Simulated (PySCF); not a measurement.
formamide (CH₃NO), SMILES O=CN. Atoms are numbered in the order given.

```xyz
6

N      0.1575    -1.0812     0.0000
C     -0.3856     0.1617     0.0000
O      0.2453     1.1934     0.0000
H      1.1596    -1.1828     0.0000
H     -0.4200    -1.9030     0.0000
H     -1.4910     0.1369     0.0000
```
Charge 0, spin multiplicity 1.

Geometry optimised at B3LYP-D3(BJ)/def2-TZVP. Other conformers were not sampled.

These are PBE/def2-TZVPD run with PySCF values and carry that method's errors.

Mulliken values depend strongly on the basis, most of all with diffuse functions as here. ESP charges are fitted to the potential on shells at 1.4 to 2.0 van der Waals radii. Atomic charges (e):

```tsv
atom	Mulliken	IAO	ESP fit
N1	-0.18	-0.50	-0.87
C2	0.05	___	0.58
O3	-0.43	-0.46	-0.51
H4	0.17	___	0.42
H5	0.16	___	0.38
H6	0.23	___	0.00
```

Some entries are withheld; supply them. (An estimate is asked for; the answer gives what the named calculation found.)


- C2, IAO: 0.29
- H4, IAO: 0.29
- H5, IAO: 0.29
- H6, IAO: 0.10
